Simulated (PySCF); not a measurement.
## How the method moves the proton affinities of `N[SiH3]` (H5NSi)

Non-hydrogen atoms are numbered in `[NH2:1][SiH3:2]`.

All levels share the PBE0-D3(BJ)/def2-SVP structures and the PBE0-D3(BJ)/def2-SVP thermal terms; only the single-point energies (PySCF) change. Values are proton affinities (298 K, kJ/mol).

```jsonl
{"level": "MP2/ma-def2-TZVP", "N1": "865", "time": "3.3 s"}
{"level": "CCSD(T)/ma-def2-TZVP", "N1": "872", "time": "45 s"}
{"level": "ωB97X-D3(BJ)/def2-TZVP", "N1": "880", "time": "–"}
{"level": "HF/ma-def2-TZVP", "N1": "884", "time": "0.72 s"}
```

Times are wall times for all single points of a level on 1 thread of Arm Neoverse V2, a shared host; the dash marks the run that also made the structures.

Hartree-Fock leaves out electron correlation, so its proton affinities can be off by tens of kJ/mol.

The spread: 19 kJ/mol, from 865 to 884.

Note: protonation of a hydridic H, with loss of H₂, was not considered.
